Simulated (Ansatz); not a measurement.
# [NH2···H···H], doublet: the ladder up to full CI

Geometry: a point of a hydrogen-transfer path between rigid fragments, not a stationary point.

```xyz
5

N    -0.1427   -0.0316   -0.0492
H    -0.4400    0.9362   -0.0492
H    -0.4400   -0.4339    0.8311
H     0.9833   -0.0316   -0.0492
H     1.8803   -0.0316   -0.0492
```

Basis 6-31G; Ansatz 0.2.0. Correlated methods freeze the noble-gas cores, which leaves 9 electrons in 16 orbitals. Prefix R: restricted or restricted open-shell reference; prefix U: unrestricted. Active spaces: pair = (3e, 3o) about the gap; valence = (9e, 8o) chosen from the atoms' valence shells.

Full CI is exact within this basis and frozen core; it isn't the basis-set limit. The frozen core follows each run's orbitals, which can shift R against U totals by a few meV.

For open shells CISD and CISDTQ are restricted-active-space CI with the open shells as a complete middle space.

- UHF ⟨S²⟩: 0.776
- T1 diagnostic (RCCSD): 0.0245
- largest doubles amplitude (RCCSD): 0.046
- T1 diagnostic (UCCSD): 0.0134

| level | E − E(full CI) (kJ/mol) | share of correlation (%) | wall time |
| --- | --- | --- | --- |
| RHF | 386.9 | 0.00 | – |
| UHF | 363.6 | 6.02 | – |
| RMP2 | 45.8 | 88.17 | – |
| UMP2 | 50.4 | 86.96 | – |
| CISD | 24.6 | 93.64 | 0.36 s |
| RCCSD | 6.8 | 98.23 | – |
| UCCSD | 6.3 | 98.38 | – |
| RCCSD(T) | 1.5 | 99.61 | 0.33 s |
| UCCSD(T) | 1.5 | 99.62 | 0.36 s |
| BCCD(T) | 1.5 | 99.62 | 0.42 s |
| RCCSDT | 0.9 | 99.77 | – |
| UCCSDT | 0.8 | 99.78 | – |
| CISDTQ | 0.8 | 99.80 | 2.7 s |
| RCCSDT(Q) | 0.0 | 100.00 | 2.6 s |
| UCCSDT(Q) | 0.0 | 100.00 | 2.4 s |
| RCCSDTQ | 0.1 | 99.99 | 23 s |
| UCCSDTQ | 0.0 | 99.99 | 23 s |
| CASSCF (pair space) | 317.5 | 17.93 | – |
| NEVPT2 (pair space) | 37.3 | 90.37 | 0.15 s |
| MRCISD (pair space) | 17.9 | 95.36 | – |
| MRCISD+Q (pair space) | 4.0 | 98.96 | 0.3 s |
| CASSCF (valence space) | 164.0 | 57.62 | – |
| NEVPT2 (valence space) | 31.2 | 91.95 | 1.9 s |
| MRCISD (valence space) | 4.5 | 98.84 | – |
| MRCISD+Q (valence space) | 0.5 | 99.87 | 2.6 s |
| MRCISD+Q(relaxed) (valence space) | -0.6 | 100.16 | 3.2 s |

The correlation energy at full CI, counted from RHF, is -4.010 eV. That run took 28 s on 1 thread of Arm Neoverse V1, shared host over 3,977,040 determinants.

Times hold each run's SCF and search for its determinant on a shared host, so for small cases they say little of a method's own cost; they ran on 1 thread of Arm Neoverse V1.

More than 5 meV below full CI, which no variational method can be: MRCISD+Q(relaxed) (valence space).

The full-CI state has the irrep A' of Cs, in the program's axes.

Natural occupations of full CI about the gap: 1.983 1.971 1.968 1.963 1.000 0.028 0.027 0.025 0.016 0.005; effectively unpaired electrons, Σ n²(2−n)², 1.02.
